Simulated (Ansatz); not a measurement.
# H2S ··· C2H6

The pair of H2S (SMILES S, atoms 1–3) and C2H6 (SMILES CC, atoms 4–11), both closed shells, in one local arrangement (a lower one may exist), relaxed at PBE0-D4/def2-TZVP:

```tsv
atom	x (Å)	y (Å)	z (Å)
S1	0.5515	0.0965	-3.0014
H2	-0.6524	0.5241	-2.5922
H3	0.6277	-0.7990	-2.0054
C4	0.0153	0.7766	1.0025
C5	-0.1473	-0.7295	0.8952
H6	-0.9316	1.2623	1.2504
H7	0.7340	1.0430	1.7809
H8	0.3738	1.2067	0.0642
H9	0.7986	-1.2157	0.6418
H10	-0.8771	-1.0014	0.1277
H11	-0.4927	-1.1636	1.8365
```

Ansatz 0.2.0; basis: def2-TZVPPD, with def2-QZVPPD for the basis limit; cores frozen in the correlated methods. B3LYP uses VWN-RPA correlation. Extrapolation: Hartree–Fock as exp(−7.88 √X), correlation as X^−2.97. Interaction energies count from these two fragments, frozen as in the pair, with the counterpoise correction; negative means bound.

Task: What is the interaction energy by CCSD(T) at an estimated basis limit (MP2 extrapolated from triple and quadruple zeta, plus CCSD(T) − MP2 in triple zeta)? (An estimate is asked for; the value comes from the calculation.)

Result: Computed: -1.06 kcal/mol. Hartree–Fock alone gives 0.78 kcal/mol at the basis limit, so without correlation the pair would not bind at this distance. It counts from the two fragments frozen as in the pair.

The same quantity by other methods in triple zeta, and each one's difference from that estimate:
```json
{"method": "PBE-D4", "E_int (kcal/mol)": "-1.25", "difference": "-0.19"}
{"method": "revPBE-D4", "E_int (kcal/mol)": "-0.89", "difference": "0.17"}
{"method": "BLYP-D4", "E_int (kcal/mol)": "-0.79", "difference": "0.27"}
{"method": "r2SCAN-D4", "E_int (kcal/mol)": "-0.99", "difference": "0.07"}
{"method": "B97M-V", "E_int (kcal/mol)": "-1.00", "difference": "0.07"}
{"method": "PBE0-D4", "E_int (kcal/mol)": "-1.13", "difference": "-0.06"}
{"method": "B3LYP-D4", "E_int (kcal/mol)": "-0.94", "difference": "0.13"}
{"method": "HSE06-D4", "E_int (kcal/mol)": "-1.13", "difference": "-0.06"}
{"method": "wB97X-V", "E_int (kcal/mol)": "-1.01", "difference": "0.05"}
{"method": "wB97M-V", "E_int (kcal/mol)": "-0.95", "difference": "0.11"}
{"method": "B2PLYP", "E_int (kcal/mol)": "-0.13", "difference": "0.94"}
{"method": "HF", "E_int (kcal/mol)": "0.78", "difference": "1.85"}
{"method": "MP2", "E_int (kcal/mol)": "-0.95", "difference": "0.12"}
{"method": "CCSD", "E_int (kcal/mol)": "-0.62", "difference": "0.44"}
{"method": "CCSD(T)", "E_int (kcal/mol)": "-0.87", "difference": "0.19"}
```
Differences are method less estimate.

Task: Which atoms make the shortest contact between the fragments?

Result: H3 and H10, 2.62 Å apart.

Basis-set superposition shift (counterpoise-corrected less uncorrected): CCSD(T) 0.38; MP2 0.37; HF 0.04; PBE0-D4 0.04; wB97M-V 0.06 kcal/mol.

No T1 diagnostic of these runs exceeds 0.011.

For scale, one of the runs: CCSD(T)/def2-TZVPPD, 261 basis functions, launched by `ansatz run in.yaml --threads 4 --pin off --events-out ev --progress --plain --max-ram 9574MiB`. The run took 78 s on 4 CPU threads of an Arm Neoverse V2 (shared host), with 6.1 GiB of host memory at its peak.
